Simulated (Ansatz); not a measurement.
Start from `C=C(C)CN` and change one atom or group to get `C=C(C)C`.

Ansatz, PBE0-D4/def2-TZVP geometries, multiplicity 1. Each molecule was computed in one conformer, which needn't be the lowest.

| property | `C=C(C)CN` |
| --- | --- |
| HOMO energy (ωB97M-V/def2-TZVPP) / eV | -9.37 |
| LUMO energy (B3LYP/def2-TZVPP) / eV | 0.13 |
| HOMO energy (PBE0/def2-TZVPP) / eV | -6.96 |
| size of the dipole moment (ωB97M-V/def2-TZVPP) / D | 1.09 |
| size of the dipole moment (PBE/def2-TZVPP) / D | 1.05 |
| HOMO–LUMO gap (ωB97M-V/def2-TZVPP) / eV | 11.61 |

What does the change do to each property? (Estimate.)

Ansatz gave: 
| property | `C=C(C)C` | shift |
| --- | --- | --- |
| HOMO energy (ωB97M-V/def2-TZVPP) / eV | -9.28 | 0.09 |
| LUMO energy (B3LYP/def2-TZVPP) / eV | 0.31 | 0.18 |
| HOMO energy (PBE0/def2-TZVPP) / eV | -7.04 | -0.08 |
| size of the dipole moment (ωB97M-V/def2-TZVPP) / D | 0.57 | -0.52 |
| size of the dipole moment (PBE/def2-TZVPP) / D | 0.59 | -0.46 |
| HOMO–LUMO gap (ωB97M-V/def2-TZVPP) / eV | 11.90 | 0.29 |

With PBE0 the HOMO falls by 0.08 eV and the LUMO rises by 0.17 eV, so the gap widens by about 0.25 eV. PBE moves the HOMO by -0.47 eV and ωB97M-V by 0.09 eV. Dipoles are sizes alone; their direction can turn.

B3LYP here is the variant with VWN-RPA as its local correlation; programs differ in this.
